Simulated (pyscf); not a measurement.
Thermochemistry of product channels of BiH₃ + OH• on the doublet surface, in kJ/mol, from CCSD(T)/def2-TZVPP + ΔMP2(QZVPP) energies (ideal gas, 1 atm, RRHO with modes under 100 cm⁻¹ raised to 100, one conformer, R ln 2 for chiral ones without a mode under 150 cm⁻¹). Single points on ωB97X-D3(BJ)/def2-SVP structures (PySCF, gas phase). MP2 and CC: frozen core, UHF for open shells. ΔMP2 is the change of the MP2 total energy from the triple- to the quadruple-zeta basis.

```tsv
products	ΔE	ΔH(298 K)	ΔG(900 K)	ΔG(1200 K)
BiH₂• + H₂O	-253.3	-239.4	-248.4	-249.7
HO–BiH₂ + H•	-32.4	-35.5	-20.7	-18.6
```

These are energies of the channels, which say nothing of barriers. The CCSD(T) − MP2 part came from Ansatz, without density fitting, on the same reference. The frozen core leaves the outer d or s,p core shells of the metals and heavy elements correlated in the MP2 and CC values, and def2-TZVPP describes them poorly, which can shift differences by a few kcal/mol. Left out: orbital degeneracy and the spin-orbit lowering of OH. Elements past Kr carry the def2 core potentials, without spin-orbit coupling.
